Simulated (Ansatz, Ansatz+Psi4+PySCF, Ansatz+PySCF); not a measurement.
```xyz
4

C     0.0000    0.4915   -0.1486
F    -1.1003   -0.2375    0.0309
H     0.0000    1.4176    0.3877
F     1.1003   -0.2375    0.0309
```

Basis set: cc-pVTZ (spherical functions). Correlated methods keep 3 orbitals frozen. Correlation on ROHF uses semicanonical orbitals with singles. Charge 0, multiplicity 2.

Computed with Ansatz (development build ahead of 0.2.0); each method stands on the lowest determinant of its kind that the runs found.

The atomization energy at this shape (free ground-state atoms in the same class of orbitals less the molecule, no zero-point energy) of doublet CHF2:

| method | atomization energy |
| --- | --- |
| ROHF-MP2 | 331.83 kcal/mol |

**Question.** What does ROHF-CCSD(T) give?

**Answer.** 318.03 kcal/mol.
